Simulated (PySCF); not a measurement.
C5H7O (charge +1).
SMILES: `[O+]#CCC1CC1`

Vertical excitations from PySCF (density fitting, frozen core in the response, grid level 2 and gas phase unless stated; continuum runs use non-equilibrium linear response for the excitations) on a GFN2-xTB geometry. Reference run:

```
                                   settings    S1, eV (f)    S2, eV (f)    S3, eV (f)    S4, eV (f)    S5, eV (f)    S6, eV (f)  T1, eV (Tamm–Dancoff)  mean α (au)
CAM-B3LYP/def2-SVPD, full TDDFT, 8 singlets  5.43 (0.002)  5.57 (0.017)  5.71 (0.017)  5.84 (0.059)  7.26 (0.001)  7.35 (0.003)                   5.13         53.7
```

Question: What do these settings give: (1) PBE0/6-31++G**, full TDDFT, 1 singlet; (2) PBE0/pcSseg-0, fitting basis def2-qzvpp-jkfit, full TDDFT, 3 singlets?

Answer: 
```csv
settings,"S1, eV (f)","S2, eV (f)","S3, eV (f)","S4, eV (f)","S5, eV (f)","S6, eV (f)","T1, eV (Tamm–Dancoff)",mean α (au)
"PBE0/6-31++G**, full TDDFT, 1 singlet",4.85 (0.001),–,–,–,–,–,4.61,52.8
"PBE0/pcSseg-0, fitting basis def2-qzvpp-jkfit, full TDDFT, 3 singlets",4.88 (0.001),4.93 (0.000),5.03 (0.002),–,–,–,4.62,46.1
```

(1) S1 moves by -0.58 eV; functional and basis change together, so the shift can't be laid on one. (2) S1 moves by -0.55 eV; functional and basis change together, so the shift can't be laid on one. States are counted by energy in each run and needn't keep their character from row to row.

All basis functions are spherical, in the Pople sets too.

Question: Which orbital pairs make up S1 in each run, and how does it sit against the orbital gap?

Answer: 
```tsv
settings	S1 configurations (weight)	S1 (eV)	orbital gap (eV)	S1 − gap (eV)
CAM-B3LYP/def2-SVPD, full TDDFT, 8 singlets	H−1→L 0.79, H→L 0.20	5.43	8.60	-3.17
PBE0/6-31++G**, full TDDFT, 1 singlet	H−1→L 0.73, H→L 0.26	4.85	6.03	-1.18
PBE0/pcSseg-0, fitting basis def2-qzvpp-jkfit, full TDDFT, 3 singlets	H→L 0.53, H−1→L 0.45	4.88	6.03	-1.15
```

Shape of the structure used: `[O+:1]#[C:2][CH2:3][CH:4]1[CH2:5][CH2:6]1`: C2–C3–C4–C5 -140°.

One conformer stands for the species.
